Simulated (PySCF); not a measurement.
BCl3, SMILES ClB(Cl)Cl. Coordinates come from a PBE-D3(BJ)/def2-SVP optimisation. The isomer is the one that the SMILES or the coordinates give; other isomers of the formula were not compared.

All values below come from PySCF with PBE-D3(BJ)/def2-SVP.

Harmonic wavenumbers (cm⁻¹): 249, 249, 439, 463, 964, 964. Rotational constants (GHz): 3.094, 3.094, 1.547; symmetry number 6.

Question: Work out the zero-point energy and the ideal-gas rigid-rotor harmonic-oscillator thermochemistry at 298.15 K and 1 atm.

Answer: ZPE = ½ Σ hcν = ½ × 3327 cm⁻¹ = 19.90 kJ/mol. H − E(el) = 33.98 kJ/mol. Entropy in J/(mol K): translation 168.16, rotation 100.06, vibration 22.11, total 290.33. G − E(el) = -52.58 kJ/mol. Cp = 62.90 J/(mol K).
